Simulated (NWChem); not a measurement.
# C2H2F2 (vinylidene fluoride) at PBE0/6-31G(d) (spherical functions)

What is the vertical ionisation energy of C2H2F2 (vinylidene fluoride) at PBE0/6-31G* (spherical functions)? 

The calculation is run with NWChem 7.3.0.

## (1) The molecule

The species is C2H2F2 (6 atoms), meant as a singlet with charge 0. SMILES: `C=C(F)F`. The coordinates come from a PBE0-D4/def2-TZVP relaxation.

Bond lengths: C1–C2 1.315 Å, C2–F3 1.313 Å, C2–F4 1.313 Å, C1–H5 1.079 Å, C1–H6 1.079 Å. Angles: C1–C2–F3 125.2°, C1–C2–F4 125.2°, F3–C2–F4 109.6°, C2–C1–H5 119.7°, C2–C1–H6 119.7°, H5–C1–H6 120.6°.

## (2) A single-point energy at PBE0/6-31G(d) (spherical functions)

Contents of calc.nw:

```
start calc
title "C2H2F2"
memory 2200 mb
geometry units angstroms noautosym nocenter noautoz
  C       -0.115900       0.471000      -0.544400
  C        0.105000      -0.394600       0.420100
  F       -0.454900      -0.363600       1.607600
  F        0.919200      -1.422100       0.343000
  H        0.394200       0.360600      -1.488400
  H       -0.805600       1.284800      -0.384200
end
basis spherical bse
  * library 6-31G*
end
dft
  xc pbe0
  grid fine
  convergence energy 1e-08
  maxiter 100
  mulliken
  print low
end
task dft energy
```

On the command line:

```
$ nwchem calc.nw > calc.out
```

What it wrote, cut to the lines that bear on the results:

```text
[...]
 d= 0,ls=0.0,diis     1   -276.6716794269 -3.95D+02  1.75D-02  9.31D-01     0.7
[...]
 d= 0,ls=0.0,diis     8   -276.7760263722 -5.02D-09  3.88D-06  1.21D-07     4.3
         Total DFT energy =     -276.776026372243
      One electron energy =     -616.554111224859
           Coulomb energy =      253.783261883910
    Exchange-Corr. energy =      -32.258377223818
 Nuclear repulsion energy =      118.253200192523
[...]
      Total Density - Mulliken Population Analysis
     ---------------------------------------------
    Atom       Charge   Shell Charges
 -----------   ------   -------------------------------------------------------
    1 C    6     6.54   2.00  0.66  2.11  0.61  1.12  0.03
    2 C    6     5.32   2.00  0.68  1.89  0.24  0.40  0.12
    3 F    9     9.27   2.00  0.94  3.30  1.03  1.99  0.02
    4 F    9     9.27   2.00  0.94  3.30  1.03  1.99  0.02
    5 H    1     0.80   0.52  0.28
    6 H    1     0.80   0.52  0.28
[...]
```

Wall time 5.1 s (1 thread of Intel Xeon Platinum 8488C (Sapphire Rapids), shared host); peak memory 0.11 GiB.

## (3) The doublet cation, same level

Contents of geom.xyz:

```xyz
6
C2H2F2
C     -0.115900     0.471000    -0.544400
C      0.105000    -0.394600     0.420100
F     -0.454900    -0.363600     1.607600
F      0.919200    -1.422100     0.343000
H      0.394200     0.360600    -1.488400
H     -0.805600     1.284800    -0.384200
```

Contents of geom.nw:

```
start geom
title "C2H2F2"
memory 2200 mb
charge 1

geometry noautosym nocenter noautoz
 load format xyz geom.xyz
end

basis spherical bse
 C library 6-31G*
 F library 6-31G*
 H library 6-31G*
end

dft
 xc pbe0
 mult 2
 grid fine
 convergence energy 1e-08
 iterations 100
 mulliken
 noprint "final vectors analysis"
end

task dft energy
```

On the command line:

```
$ nwchem geom.nw > geom.out
```

What it wrote, cut to the lines that bear on the results:

```text
[...]
          Wavefunction type:  spin polarized.
          No. of atoms     :     6
          No. of electrons :    31
[...]
          Charge           :     1
          Spin multiplicity:     2
[...]
          AO basis - number of functions:    60
[...]
              XC Information
              --------------
                         PBE0 Method XC Functional
                     Hartree-Fock (Exact) Exchange  0.250
          PerdewBurkeErnzerhof Exchange Functional  0.750
            Perdew 1991 LDA Correlation Functional  1.000 local
           PerdewBurkeErnz. Correlation Functional  1.000 non-local
[...]
 d= 0,ls=0.0,diis     1   -276.2000359887 -3.94D+02  1.57D-02  5.38D-01     0.9
[...]
 d= 0,ls=0.0,diis    12   -276.4026297294 -2.08D-10  5.60D-08  3.14D-11     9.5
[...]
         Total DFT energy =     -276.402629729389
      One electron energy =     -606.688471845622
           Coulomb energy =      243.899687386105
    Exchange-Corr. energy =      -31.867045462396
 Nuclear repulsion energy =      118.253200192523
[...]
      Total Density - Mulliken Population Analysis
     ---------------------------------------------
    Atom       Charge   Shell Charges
 -----------   ------   -------------------------------------------------------
    1 C    6     6.30   2.00  0.73  2.03  0.67  0.84  0.03
    2 C    6     5.14   2.00  0.72  1.82  0.23  0.25  0.13
    3 F    9     9.13   2.00  0.96  3.26  1.02  1.87  0.02
    4 F    9     9.13   2.00  0.96  3.26  1.02  1.87  0.02
    5 H    1     0.65   0.50  0.15
    6 H    1     0.65   0.50  0.15
[...]
      <S2> =      0.7524 (Exact =     0.7500)
[...]
```

It took 10 s on 1 thread of Intel Xeon Platinum 8488C (Sapphire Rapids), shared host; peak memory 0.11 GiB.

## (4) Results

At PBE0/6-31G* (spherical functions):

```
                                          quantity          value
                      singlet C2H2F2: total energy  -276.77603 Eh
                      doublet cation: total energy  -276.40263 Eh
                              doublet cation: ⟨S²⟩          0.752
vertical ionisation energy (to the doublet cation)      10.161 eV
```

What this shows: The vertical ionisation energy comes to 10.16 eV (980 kJ/mol). Mulliken charges (singlet C2H2F2) run from -0.54 on C1 to +0.68 on C2.
